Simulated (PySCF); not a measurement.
C$_{3}$H$_{8}$, charge +1, doublet, at a GFN2-xTB geometry (a state made from the parent by changing its charge; the spin is typed, not shown lowest); BLYP/def2-SVP (PySCF).

Input for PySCF:
```python
from pyscf import gto, scf, dft

mol = gto.M(
    atom='''
C     1.161192    0.510453   -0.283191
C     0.103243   -0.510993   -0.054067
C    -1.255636   -0.043013    0.332650
H     2.031563    0.087720   -0.783130
H     0.781756    1.388046   -0.816813
H     1.534082    0.937173    0.661362
H     0.483380   -1.270563    0.665516
H     0.015119   -1.196717   -0.926573
H    -1.875767   -0.858821    0.701542
H    -1.221049    0.786200    1.046865
H    -1.801881    0.388279   -0.521119
''',
    basis='def2-svp',
    charge=1,
    spin=1,
    verbose=5,
)

mf = dft.UKS(mol)
mf.xc = 'blyp'
mf.kernel()
mf.analyze()
```

It wrote (shortened):

```
PySCF version 2.14.0

[INPUT] verbose = 5
[INPUT] max_memory = 4000
[INPUT] num. atoms = 11
[INPUT] num. electrons = 25
[INPUT] charge = 1
[INPUT] spin (= nelec alpha-beta = 2S) = 1
[INPUT] symmetry False subgroup None
[INPUT] Mole.unit = angstrom
[INPUT] Symbol           X                Y                Z      unit          X                Y                Z       unit  Magmom
[...]
[INPUT] ---------------- BASIS SET ----------------
[INPUT] l, kappa, [nprim/nctr], expnt,             c_1 c_2 ...
[INPUT] H
[...]
                                1.9622572         0.13796524
                                0.44453796        0.47831935
[...]
[INPUT] C
[...]
                                186.29004992      0.040638409211
                                42.251176346      0.18025593888
                                11.676557932      0.46315121755
                                3.5930506482      0.44087173314
[...]
                                2.0103545142      0.21117025112
                                0.54771004707     0.51328172114
[...]
nuclear repulsion = 83.109224724076
number of shells = 42
number of NR pGTOs = 128
number of NR cGTOs = 82
basis = def2-svp
ecp = {}

******** <class 'pyscf.dft.uks.UKS'> ********
method = UKS
initial guess = minao
damping factor = 0
level_shift factor = 0
DIIS = <class 'pyscf.scf.diis.CDIIS'>
diis_start_cycle = 1
diis_space = 8
diis_damp = 0
SCF conv_tol = 1e-09
SCF conv_tol_grad = None
SCF max_cycles = 50
direct_scf = True
direct_scf_tol = 1e-13
number electrons alpha = 13  beta = 12
XC library pyscf.dft.libxc version 7.1.2
    S. Lehtola, C. Steigemann, M. J. T. Oliveira, and M. A. L. Marques,  SoftwareX 7, 1–5 (2018)
XC functionals = blyp
    A. D. Becke,  Phys. Rev. A 38, 3098 (1988)
    C. Lee, W. Yang, and R. G. Parr,  Phys. Rev. B 37, 785 (1988)
    B. Miehlich, A. Savin, H. Stoll, and H. Preuss,  Chem. Phys. Lett. 157, 200 (1989)
radial grids:
    Treutler-Ahlrichs [JCP 102, 346 (1995); DOI:10.1063/1.469408] (M4) radial grids

becke partition: Becke, JCP 88, 2547 (1988); DOI:10.1063/1.454033
pruning grids: <function nwchem_prune>
grids dens level: 3
symmetrized grids: False
atomic radii adjust function: <function treutler_atomic_radii_adjust>
small_rho_cutoff = 0
Set gradient conv threshold to 3.16228e-05
atom C rad-grids = 75, ang-grids = [ 50  50  50  50  50  50  50  50  50  50  50  50  50  50  50  50  50  50
  50  50  50  50  86  86  86  86  86  86  86  86  86  86 266 266 266 266
 266 266 302 302 302 302 302 302 302 302 302 302 302 302 302 302 302 302
 302 302 302 302 266 266 266 266 266 266 266 266 266 266 266 266 266 266
 266 266 266]
atom H rad-grids = 50, ang-grids = [ 50  50  50  50  50  50  50  50  50  50  50  50  50  50  50  86  86  86
  86 266 266 266 266 266 302 302 302 302 302 302 302 302 302 302 302 302
 302 266 266 266 266 266 266 266 266 266 266 266 266 266]
tot_boxes 2340, boxes in each direction [13 11 10]
Padding 6 grids
tot grids = 120824
nelec by numeric integration = [12.9945593 12.9945593]
E1 = -320.23039344799287  E2 = 118.2655621790075  Ecoul = 137.20516902385856  Exc = -18.93960684485106
init E= -118.855606544909
cond(S) = 2409.6376253846643

  alpha mo_energy =
[-1.00121956e+01 -1.00121887e+01 -1.00076039e+01 -8.00986515e-01
 -7.06028486e-01 -6.08649653e-01 -4.85953442e-01 -4.81120540e-01
 -4.57703200e-01 -4.12855403e-01 -4.01425652e-01 -3.89203162e-01
 -3.44544988e-01  8.43348141e-05  3.41942829e-02  4.19613304e-02
  4.61643758e-02  6.69160008e-02  7.24777495e-02  7.95419585e-02
  1.07324569e-01  1.39800936e-01  1.64201795e-01  3.05800351e-01
  3.09538919e-01  3.29745336e-01  3.63845110e-01  3.88191075e-01
  4.88434687e-01  5.03231471e-01  5.18543570e-01  5.22016403e-01
  5.24137073e-01  5.58354222e-01  5.63960587e-01  5.67052053e-01
  5.67503236e-01  5.84501024e-01  5.92098437e-01  5.95508619e-01
  6.67081821e-01  8.65423150e-01  9.35746151e-01  9.60001653e-01
  9.92475192e-01  1.15768953e+00  1.26458741e+00  1.26653243e+00
  1.42309492e+00  1.42666021e+00  1.44110463e+00  1.57495617e+00
  1.60750900e+00  1.62435342e+00  1.65305952e+00  1.68077465e+00
  1.68157028e+00  1.68839451e+00  1.70228948e+00  1.75852499e+00
  1.77001701e+00  1.77525740e+00  1.82537577e+00  1.87301106e+00
  1.94570289e+00  2.05839217e+00  2.13690684e+00  2.19631579e+00
  2.24883280e+00  2.24992552e+00  2.29786501e+00  2.35494012e+00
  2.42388360e+00  2.45237477e+00  2.52848861e+00  2.65843781e+00
  2.71109286e+00  2.76222839e+00  2.77821020e+00  2.86581703e+00
  2.88046340e+00  2.92191704e+00]
  beta  mo_energy =
[-1.00121956e+01 -1.00121887e+01 -1.00076039e+01 -8.00986515e-01
 -7.06028486e-01 -6.08649653e-01 -4.85953442e-01 -4.81120540e-01
 -4.57703200e-01 -4.12855403e-01 -4.01425652e-01 -3.89203162e-01
 -3.44544988e-01  8.43348141e-05  3.41942829e-02  4.19613304e-02
  4.61643758e-02  6.69160008e-02  7.24777495e-02  7.95419585e-02
  1.07324569e-01  1.39800936e-01  1.64201795e-01  3.05800351e-01
  3.09538919e-01  3.29745336e-01  3.63845110e-01  3.88191075e-01
  4.88434687e-01  5.03231471e-01  5.18543570e-01  5.22016403e-01
  5.24137073e-01  5.58354222e-01  5.63960587e-01  5.67052053e-01
  5.67503236e-01  5.84501024e-01  5.92098437e-01  5.95508619e-01
  6.67081821e-01  8.65423150e-01  9.35746151e-01  9.60001653e-01
  9.92475192e-01  1.15768953e+00  1.26458741e+00  1.26653243e+00
  1.42309492e+00  1.42666021e+00  1.44110463e+00  1.57495617e+00
  1.60750900e+00  1.62435342e+00  1.65305952e+00  1.68077465e+00
  1.68157028e+00  1.68839451e+00  1.70228948e+00  1.75852499e+00
  1.77001701e+00  1.77525740e+00  1.82537577e+00  1.87301106e+00
  1.94570289e+00  2.05839217e+00  2.13690684e+00  2.19631579e+00
  2.24883280e+00  2.24992552e+00  2.29786501e+00  2.35494012e+00
  2.42388360e+00  2.45237477e+00  2.52848861e+00  2.65843781e+00
  2.71109286e+00  2.76222839e+00  2.77821020e+00  2.86581703e+00
  2.88046340e+00  2.92191704e+00]
multiplicity <S^2> = 0.75  2S+1 = 2
nelec by numeric integration = [13.00001182 12.00001344]
[...]
converged SCF energy = -118.570398452547  <S^2> = 0.75159181  2S+1 = 2.0015912
Total Energy =                        -118.570398452547437
[...]
2 C 3dx2-y2     -0.15970   0.10369
3 H 1s           0.02117   0.00442
3 H 2s          -0.03451  -0.00373
3 H 2px         -0.13770  -0.04193
3 H 2py          0.12180   0.03559
3 H 2pz          0.12297  -0.02222
4 H 1s          -0.02474  -0.01954
4 H 2s           0.03506   0.02475
4 H 2px         -0.13967  -0.03124
4 H 2py          0.18403   0.18664
4 H 2pz         -0.14233  -0.11470
5 H 1s           0.00981   0.01176
5 H 2s          -0.00988  -0.01697
5 H 2px         -0.01270  -0.10252
5 H 2py         -0.08386  -0.08601
5 H 2pz         -0.08941  -0.08551
6 H 1s          -0.00831   0.02905
6 H 2s           0.01705  -0.03580
6 H 2px          0.08922  -0.09379
6 H 2py          0.00690   0.27049
6 H 2pz          0.09197  -0.20275
7 H 1s          -0.00831  -0.02905
7 H 2s           0.01705   0.03580
7 H 2px         -0.08869   0.00916
7 H 2py         -0.00959  -0.23897
7 H 2pz         -0.09229  -0.25666
8 H 1s           0.02117  -0.00442
8 H 2s          -0.03451   0.00373
8 H 2px          0.07524  -0.02591
8 H 2py          0.18738  -0.04371
8 H 2pz         -0.09027  -0.03060
9 H 1s          -0.02474   0.01955
9 H 2s           0.03505  -0.02475
9 H 2px          0.06393   0.03821
9 H 2py          0.19083  -0.15715
9 H 2pz          0.18197  -0.15111
10 H 1s          0.00981  -0.01176
10 H 2s         -0.00988   0.01698
10 H 2px         0.04754  -0.13109
10 H 2py        -0.08867   0.05535
10 H 2pz         0.07114  -0.07059

To work with the spin densities directly, `use mulliken_meta_spin()` only printing them here.

 ** Mulliken spin pop alpha/beta on meta-lowdin orthogonal AOs **
 ** Mulliken Spin Density (per AO)  **
spin_pop of  0 C 1s       -0.00000
spin_pop of  0 C 2s       -0.00148
spin_pop of  0 C 3s        0.00019
spin_pop of  0 C 2px      -0.00332
spin_pop of  0 C 2py      -0.00564
spin_pop of  0 C 2pz       0.12132
spin_pop of  0 C 3px       0.00014
spin_pop of  0 C 3py       0.00024
spin_pop of  0 C 3pz       0.00080
spin_pop of  0 C 3dxy      0.00009
spin_pop of  0 C 3dyz      0.00025
spin_pop of  0 C 3dz^2     0.00010
spin_pop of  0 C 3dxz      0.00008
spin_pop of  0 C 3dx2-y2   -0.00000
spin_pop of  1 C 1s       -0.00000
spin_pop of  1 C 2s       -0.00173
spin_pop of  1 C 3s        0.00035
spin_pop of  1 C 2px       0.00387
spin_pop of  1 C 2py      -0.01350
spin_pop of  1 C 2pz       0.18851
spin_pop of  1 C 3px       0.00008
spin_pop of  1 C 3py       0.00052
spin_pop of  1 C 3pz       0.00128
spin_pop of  1 C 3dxy      0.00010
spin_pop of  1 C 3dyz      0.00089
spin_pop of  1 C 3dz^2     0.00008
spin_pop of  1 C 3dxz      0.00002
spin_pop of  1 C 3dx2-y2   -0.00003
spin_pop of  2 C 1s       -0.00000
spin_pop of  2 C 2s       -0.00148
spin_pop of  2 C 3s        0.00019
spin_pop of  2 C 2px      -0.00434
spin_pop of  2 C 2py      -0.00440
spin_pop of  2 C 2pz       0.12110
spin_pop of  2 C 3px       0.00016
spin_pop of  2 C 3py       0.00023
spin_pop of  2 C 3pz       0.00079
spin_pop of  2 C 3dxy      0.00008
spin_pop of  2 C 3dyz      0.00026
spin_pop of  2 C 3dz^2     0.00002
spin_pop of  2 C 3dxz      0.00013
spin_pop of  2 C 3dx2-y2    0.00003
spin_pop of  3 H 1s        0.01248
spin_pop of  3 H 2s        0.00025
spin_pop of  3 H 2px       0.00003
spin_pop of  3 H 2py       0.00001
spin_pop of  3 H 2pz      -0.00003
spin_pop of  4 H 1s        0.04688
spin_pop of  4 H 2s        0.00051
spin_pop of  4 H 2px       0.00001
spin_pop of  4 H 2py       0.00012
spin_pop of  4 H 2pz      -0.00004
spin_pop of  5 H 1s        0.09369
spin_pop of  5 H 2s        0.00114
spin_pop of  5 H 2px       0.00006
spin_pop of  5 H 2py       0.00006
spin_pop of  5 H 2pz       0.00007
spin_pop of  6 H 1s        0.13985
spin_pop of  6 H 2s        0.00163
spin_pop of  6 H 2px       0.00004
spin_pop of  6 H 2py       0.00027
spin_pop of  6 H 2pz      -0.00002
spin_pop of  7 H 1s        0.13985
spin_pop of  7 H 2s        0.00163
spin_pop of  7 H 2px      -0.00000
spin_pop of  7 H 2py       0.00026
spin_pop of  7 H 2pz       0.00004
spin_pop of  8 H 1s        0.01248
spin_pop of  8 H 2s        0.00025
spin_pop of  8 H 2px       0.00001
spin_pop of  8 H 2py       0.00002
spin_pop of  8 H 2pz      -0.00002
spin_pop of  9 H 1s        0.04688
spin_pop of  9 H 2s        0.00051
spin_pop of  9 H 2px       0.00000
spin_pop of  9 H 2py       0.00012
spin_pop of  9 H 2pz      -0.00004
spin_pop of  10 H 1s        0.09368
spin_pop of  10 H 2s        0.00114
spin_pop of  10 H 2px       0.00011
spin_pop of  10 H 2py       0.00004
spin_pop of  10 H 2pz       0.00005
 ** Mulliken Spin Density (per atom)  **
spin density of  0 C =      0.11277
spin density of  1 C =      0.18045
spin density of  2 C =      0.11277
spin density of  3 H =      0.01274
spin density of  4 H =      0.04747
spin density of  5 H =      0.09502
spin density of  6 H =      0.14177
spin density of  7 H =      0.14177
spin density of  8 H =      0.01274
spin density of  9 H =      0.04747
spin density of  10 H =      0.09502
 ** Mulliken pop alpha/beta on meta-lowdin orthogonal AOs **
 ** Mulliken pop       alpha | beta **
In total            13.00000 | 12.00000
 ** Mulliken atomic charges   ( Nelec_alpha | Nelec_beta ) **
charge of  0C =     -0.23934  (     3.17606      3.06328 )
charge of  1C =     -0.07018  (     3.12532      2.94486 )
charge of  2C =     -0.23934  (     3.17605      3.06328 )
charge of  3H =      0.16181  (     0.42546      0.41272 )
charge of  4H =      0.17381  (     0.43683      0.38936 )
charge of  5H =      0.20445  (     0.44529      0.35027 )
charge of  6H =      0.23436  (     0.45370      0.31194 )
charge of  7H =      0.23436  (     0.45370      0.31193 )
charge of  8H =      0.16181  (     0.42546      0.41272 )
charge of  9H =      0.17380  (     0.43683      0.38936 )
charge of  10H =      0.20444  (     0.44529      0.35027 )

WARN: System has nonzero charge 1; the dipole moment is origin-dependent.
Location of origin: [0. 0. 0.]

Dipole moment(X, Y, Z, Debye):  0.09448, -0.46741, -0.04948
```
